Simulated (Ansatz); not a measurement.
# AlH2N: the cost of one run

Computed with Ansatz 0.2.0, Gaussian basis. Level: def2-QZVPP, core rule «outside noble gas», up to 6 orbitals frozen.

Plan: UHF; ROHF; CCSD(T) on UHF.

2 further runs of the same task are left out: 2 set aside as unsound or not needed.

## 1. What is computed

The geometry is a PBE0/def2-TZVP stationary point (not a proven minimum) of the parent state, kept for this charge and spin.

4 atoms, charge 0, spin multiplicity 3.

Atoms are counted from 1 here; the program's logs count them from 0.

Bond lengths: Al1–N2 1.810 Å, Al1–H3 1.584 Å, Al1–H4 1.584 Å. Angles: N2–Al1–H3 114.4°, N2–Al1–H4 114.4°, H3–Al1–H4 131.2°.

## 2. UHF

File in.yaml:

```yaml
crystal:
  periodic: [false, false, false]
  atoms:
    - {symbol: Al, position_ang: [0.000000, 0.000000, 0.558698]}
    - {symbol: N, position_ang: [0.000000, 0.000000, -1.250890]}
    - {symbol: H, position_ang: [0.000000, 1.442863, 1.213515]}
    - {symbol: H, position_ang: [0.000000, -1.442863, 1.213515]}
basis:
  gaussian: {orbitals: "def2-QZVPP.json"}
magnetization: {spin_polarized: true, initial_magnetization: 2}
hamiltonian: {xc: hf}
output: {orbitals: {seedname: orbitals}}
```

The run is started by

```bash
$ ansatz run in.yaml --threads 1 --pin off --events-out ev --progress --plain --max-ram 4096MiB --backend cpu
```

What time and memory should one allow on 1 thread of AMD EPYC 7R13, shared host?

About 9.5 s, with a peak of 0.38 GiB.
